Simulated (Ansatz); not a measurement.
Zinc-blende HgTe, treated with r²SCAN+SOC (Ansatz, an electronic-structure program, PAW).

From the output:

```
Crystal: 2 atoms, lattice volume = 70.251 Å³
Basis set: ecut = 560 eV, 2085 PW (Γ), exchange–correlation on 108×108×108 points (27 copies of the dense FFT grid, shifted against one another)
Bands: 44, of which v1, the nominal top of the filled ones, is band 36 counted from 1 (35 counted from 0)
Symmetry: 24 space group operations + 24 with time reversal
k-points: 47 of 1000 (time reversal used)
Initial density: superposition of atomic densities (chi_scale 0.1, normalization cell, long waves kept (reshape's long-wave potential 0.00 eV rms))
Functional: x = r2scan, c = r2scan; τ floored in thin density (d = 2e-4 eV/Å³)
SCF 1 converged in 8 iterations: F = -20786.795181 eV  dr2 = 3.56e-11
SCF converged after 8 iterations
Free energy (F): -20786.795181 eV
Internal energy: -20786.795153 eV  (E = F + TS)
E sigma→0 (E₀):  -20786.795167 eV
Fermi energy:    8.118898 eV
--- Forces (eV/Å), atoms counted from 1 ---
  atom   1  Hg     0.00000000    -0.00000000     0.00000000
  atom   2  Te    -0.00000000     0.00000000    -0.00000000
--- Stress (GPa, compression-positive) ---
        0.001067      -0.000000      -0.000000
       -0.000000       0.001067       0.000000
       -0.000000       0.000000       0.001067
  P = ⅓ Tr σ = 0.0011 GPa (0.011 kbar)
```

### Question
Write an input file that produces this run.

### Answer
One answer among several that fit: 
Ansatz 0.2 input:
```yaml
crystal:
  lattice:
    - [0.0, 3.27496552, 3.27496552]
    - [3.27496552, 0.0, 3.27496552]
    - [3.27496552, 3.27496552, 0.0]
  atoms:
    - { symbol: Hg, position: [0.0, 0.0, 0.0] }
    - { symbol: Te, position: [0.25, 0.25, 0.25] }
basis:
  ecutwfc: 560
  ecutrho_ratio: 4
  xc_grid: 3
kpoints:
  mp_grid: { grid: [10, 10, 10] }
hamiltonian:
  xc: r2scan
  dispersion: none
  pseudopotentials: { kind: paw }
scf:
  occupations: { method: fermi_dirac, width: 0.01 }
  convergence: { dr2_threshold: 0.0000000002 }
output:
  forces: true
  stress: true
  eigenvalues: true
magnetization:
  noncollinear: true
  spin_orbit: true
```

The PAW data were made under PBE.
